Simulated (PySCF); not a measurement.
Vertical excitation energies

Species: C4H7P.
SMILES: `[H]/P=C(/C)C=C`

Theory: TDDFT CAM-B3LYP/def2-SVPD, vertical, gas phase, core orbitals frozen in the response (PySCF). One conformer (not necessarily the lowest) at the GFN2-xTB geometry, without solvent, vibrations or thermal averaging. Torsions of this conformer, `[H]/[P:5]=[C:3](\[CH:2]=[CH2:1])[CH3:4]`: C1–C2–C3–C4 0°.

```csv
state,E (eV),E (hartree),f,|μ| (D),"main configurations (H = HOMO, L = LUMO)"
S1,4.56,0.1676,0.498,5.36,H→L (96%)
S2,4.58,0.1684,0.013,0.86,H-1→L (97%)
S3,6.08,0.2233,0.0006,0.16,"H→L+1 (73%), H→L+2 (15%)"
S4,6.31,0.2317,0.0000,0.01,H-3→L (92%)
S5,6.38,0.2343,0.011,0.67,"H-2→L (87%), H→L+4 (12%)"
S6,6.89,0.2532,0.0065,0.50,"H→L+2 (52%), H→L+5 (20%), H→L+1 (19%)"
S7,6.91,0.2539,0.0000,0.01,H-4→L (94%)
S8,7.01,0.2577,0.116,2.09,"H→L+4 (78%), H-2→L (10%)"
```

Triplets (Tamm–Dancoff): T1 2.12 eV, H→L (96%); T2 3.72 eV, H-1→L (96%); T3 4.41 eV, H-2→L (63%), H→L+4 (28%).

The lowest singlet comes at 272 nm (440 kJ/mol) in the ultraviolet; it is strong; its leading configuration is HOMO→LUMO (96%). The lowest level is also the most intense of those listed (f = 0.498). Löwdin shares by element: HOMO carbon 55% or more, phosphorus 32%; LUMO carbon 48% or more, phosphorus 37% (atoms not listed hold the other 15%). The listed states span 2.45 eV, and the widest gap between neighbours is 1.49 eV (S2 to S3). Orbital energies (eV): HOMO-3 -11.26, HOMO-2 -10.39, HOMO-1 -9.21, HOMO -7.78, LUMO -1.01, LUMO+1 1.33, LUMO+2 2.02. The oscillator strengths of these states sum to 0.645; summed over the whole spectrum of an exact calculation they would give the number of electrons, 46 (Thomas–Reiche–Kuhn). The window holds the lowest 8 singlets.

On one thread of an Arm Neoverse V1, no GPU, on a shared host, this took 19 s wall and 0.72 GiB of memory at its peak.
